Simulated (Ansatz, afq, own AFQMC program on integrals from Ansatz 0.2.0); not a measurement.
## SbH$_{3}$⁺, doublet: AFQMC among the cluster methods

```yaml
atoms:
  - { symbol: Sb, position_ang: [0.0000, 0.0000, -0.0114] }
  - { symbol: H, position_ang: [1.4016, 0.0119, 0.4649] }
  - { symbol: H, position_ang: [-0.7125, 1.2098, 0.4575] }
  - { symbol: H, position_ang: [-0.6929, -1.2200, 0.4605] }
```

Basis def2-SVP with its core potentials. Only valence electrons are correlated. AFQMC by an in-house program on the Cholesky factors that Ansatz 0.2.0 writes for its CCSD(T) run. The CISD trial takes its coefficients from CCSD amplitudes. Released means that phaseless walkers are propagated on without the constraint, phases kept. Free AFQMC starts from the CCSD state and is never constrained. Its projection time is finite, and what remains of the start isn't in its error. Uncertainties: one standard error, sampling alone. No spin–orbit coupling.

Determinant: UHF, the one that the program's search chose, which needn't be the lowest solution. The geometry is a point of a scan.

No full CI on the walks' own integrals is used here; CCSDT(Q) serves as the reference and is uncertain by about the last step of the cluster series.

Cautions: no spin-orbit coupling; inner d shell frozen.

* T1 diagnostic: 0.0090
* weight of the determinant in the CISD state: 0.941
* ⟨S²⟩ of the determinant: 0.754
* size of the correlated space: 7 electrons in 32 orbitals

| level | correlation energy (eV) |
| --- | --- |
| MP2 | -2.2835 |
| CCSD | -2.8982 |
| CCSD(T) | -2.9448 |

Problem. Estimate where phaseless AFQMC with the Hartree–Fock trial lies against CCSD(T) on the same integrals.

Solution. 0.95 ± 0.76 mEh below CCSD(T). The gap is under twice the noise, so this walk alone can't tell the two apart.

Reference: CCSDT(Q), correlation energy -2.958 eV. The released energy is read at 2.40 1/Eh (meV from the phaseless value at times in 1/Eh: 1 ± 3 at 0.24, -1 ± 3 at 0.51, 2.9 ± 2.3 at 0.99, -3 ± 4 at 1.62, 3 ± 3 at 2.40).

| level | E − E(reference) (mEh) | share of correlation (%) |
| --- | --- | --- |
| CCSD(T) | 0.48 | 99.56 |
| CCSDT | 0.02 | 99.98 |
| ph-AFQMC/HF | -0.47 ± 0.76 | 100.43 |
| ph-AFQMC/CISD | -0.06 ± 0.13 | 100.06 |
| released AFQMC | 0.04 ± 0.10 | 99.96 |
| free AFQMC | -0.14 ± 0.21 | 100.13 |

Free projections are given only where their last times agree within the noise and don't stop above the reference; a slow remainder of the start can still hide under it. A walk keeps the symmetry of its determinant, which the program's search chose and which needn't be the lowest solution, so a lower state of the same spin and another symmetry isn't excluded. Released energies are given only where the last usable release times agree within the noise; a slower fall can still hide under it.
